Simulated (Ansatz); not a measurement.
Input for Ansatz (development build ahead of 0.2.0):

```yaml
crystal:
  periodic: [false, false, false]
  atoms:
    - { symbol: C, position_ang: [0.0, 0.00013, -1.29541] }
    - { symbol: C, position_ang: [0.0, -1.0e-05, 0.06736] }
    - { symbol: O, position_ang: [0.0, -0.00012, 1.22804] }
basis:
  gaussian: { orbitals: def2-SVP }
magnetization:
  spin_polarized: true
  initial_magnetization: 2
hamiltonian:
  xc: hf
correlation:
  method: ccsd_t
  frozen_orbitals: { C: 1, O: 1 }
scf:
  omitted_lower_state_checks: [stability, starts, atomic_configurations, cluster_reference, orbital_swaps, given_window_search, neighbouring_geometries, increment]
```

The input is written out in the form of the current development build from the run's settings.

Results

```json
{"Converged": "yes", "Reference energy": "-150.33777 hartree", "Correlation energy": "-0.40497 hartree", "Total energy": "-150.74274 hartree"}
```
